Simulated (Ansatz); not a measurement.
Frontier orbitals of OSi (`O=[Si]`).

Z-matrix (Å, degrees):
```
O
Si 1 1.509
```

Total charge 0; spin multiplicity 1. All single points use the PBE0-D4/def2-TZVP geometry. Basis def2-TZVPP, Ansatz 0.2.0.

Wavefunction ionisation energies are left out: the UHF cation lies over 0.3 eV above the hybrids' and is likely on a second state.

Orbital energies of one run (eV). Highest occupied ones, from the top: -11.17, -11.92, -11.92, -14.86, -29.02, -102.37, -102.58, -102.58, -147.43, -522.29, -1800.52. Empty: 0.20, 0.20, 2.82, 6.80, 7.23, 7.23.

Task: Which functional gave them?
A. ωB97X-V
B. BLYP
C. r2SCAN
D. r2SCANh

Result: A. HOMO energies: ωB97X-V -11.17, r2SCAN -7.70, BLYP -7.28, r2SCANh -8.21 eV.
